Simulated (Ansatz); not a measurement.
# Si₂H₄: geometry and frequencies at several levels

The task, for Si₂H₄: geometry and frequencies at several levels.

Method: the levels named in each step, in Ansatz 0.2.0.

## Step 1: The structure to begin with

Bond lengths: Si1–Si2 2.289 Å, Si1–H3 1.500 Å, Si2–H4 1.476 Å, Si2–H5 1.475 Å, Si2–H6 1.468 Å. Angles: Si1–Si2–H4 117.8°, Si1–Si2–H5 106.3°, Si1–Si2–H6 118.4°, H4–Si2–H5 104.3°, H4–Si2–H6 104.0°, H5–Si2–H6 104.4°, Si2–Si1–H3 101.9°.

Coordinates:

```xyz
6

Si    1.0936   -0.4793   -0.1844
Si   -0.9947    0.3976    0.1491
H     1.9740    0.6034    0.3665
H    -1.4244    0.6423    1.5400
H    -1.9511   -0.6047   -0.3568
H    -1.3546    1.6334   -0.5571
```

## Step 2: A rough first relaxation, PBE-D4/def2-SVP

Input file input.yaml:

```yaml
crystal:
  periodic: [false, false, false]
  atoms:
    - { symbol: Si, position_ang: [1.09359, -0.47935, -0.18444] }
    - { symbol: Si, position_ang: [-0.99469, 0.39757, 0.14914] }
    - { symbol: H, position_ang: [1.97402, 0.60336, 0.36653] }
    - { symbol: H, position_ang: [-1.42443, 0.64235, 1.54002] }
    - { symbol: H, position_ang: [-1.95113, -0.60467, -0.35681] }
    - { symbol: H, position_ang: [-1.35463, 1.63338, -0.55708] }
basis:
  gaussian: { orbitals: def2-SVP }
hamiltonian:
  xc: pbe
  dispersion: d4
relax:
  f_tol: 0.03
  max_steps: 200
```

On the command line:

```sh
$ ansatz run input.yaml --threads 4 --pin off --max-ram 10240MiB --backend cpu --events-out ev --progress --plain --runs-dir out
```

The runs that follow: Relaxation, PBE0-D4/def2-TZVPP; Relaxation, CCSD(T)/cc-pV(T+d)Z; Frequencies, CCSD(T)/cc-pV(T+d)Z.

Before running it: what results should come out? Wanted: Si1–Si2 at CCSD(T)/cc-pV(T+d)Z; frequencies at CCSD(T)/cc-pV(T+d)Z.

As calculated:

| quantity | value |
| --- | --- |
| Si1–Si2 at CCSD(T)/cc-pV(T+d)Z | 2.397 Å |
| frequencies at CCSD(T)/cc-pV(T+d)Z | 101 to 2224 cm⁻¹ |

The Si–Si distance spreads over 0.013 Å, from PBE0-D4/def2-TZVPP (shortest) to CCSD(T)/cc-pV(T+d)Z. No mode is imaginary, so the geometry is a minimum.
